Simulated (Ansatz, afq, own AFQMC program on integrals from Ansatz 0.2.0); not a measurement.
# Where AFQMC and coupled cluster stand for CHAlB, quartet

```xyz
4

Al    0.0000    0.0162    0.9194
C     0.0000    0.5650   -0.8751
B     0.0000   -0.8104   -1.1945
H     0.0000    1.5259   -1.3725
```

Connectivity, by distances: Al–CH–B, closed to a ring.

Basis cc-pVDZ. Noble-gas cores (and the filled d shells of Ga–Kr and In–Xe) are frozen. Ansatz 0.2.0 and our own AFQMC program on the same integrals; the CISD trial comes from CCSD amplitudes, and released means the phaseless constraint is let go. Free AFQMC starts from the CCSD state and is never constrained. Its projection time is finite, and what remains of the start isn't in its error. Error bars are statistical, one sigma.

Determinant: UHF, the one that the program's search chose, which needn't be the lowest solution. The geometry is a point of a scan.

No full CI on the walks' own integrals is used here; CCSDT(Q) serves as the reference and is uncertain by about the last step of the cluster series.

Cautions: lower spins were not checked; unrestricted determinant slightly spin contaminated (⟨S²⟩ 3.83 against 3.75).

The T1 diagnostic is 0.0344 and the weight of the determinant in the CISD state is 0.846. The ⟨S²⟩ of the determinant is 3.827. The size of the correlated space is 11 electrons in 44 orbitals.

```json
{"level": "MP2", "correlation energy (eV)": "-6.0005"}
{"level": "CCSD", "correlation energy (eV)": "-6.6357"}
{"level": "CCSD(T)", "correlation energy (eV)": "-6.9992"}
```

Estimate where AFQMC with the constraint released lies against CCSD(T) on the same integrals.

12.0 ± 2.5 kJ/mol below CCSD(T).

Reference: CCSDT(Q), correlation energy -7.077 eV. The released energy is read at 2.40 1/Eh (meV from the phaseless value at times in 1/Eh: -13 ± 17 at 0.24, -26 ± 17 at 0.51, -23 ± 20 at 0.99, -92 ± 22 at 1.62, -73 ± 26 at 2.40).

```
         level  E − E(reference) (kJ/mol)  share of correlation (%)
       CCSD(T)                        7.5                     98.90
         CCSDT                        3.5                     99.49
 ph-AFQMC/CISD                  2.5 ± 1.5                     99.63
released AFQMC                 -4.5 ± 2.5                    100.66
    free AFQMC                  2.6 ± 1.8                     99.63
```

Free projections are given only where their last times agree within the noise and don't stop above the reference; a slow remainder of the start can still hide under it. A walk keeps the symmetry of its determinant, which the program's search chose and which needn't be the lowest solution, so a lower state of the same spin and another symmetry isn't excluded. Released energies are given only where the last usable release times agree within the noise; a slower fall can still hide under it.
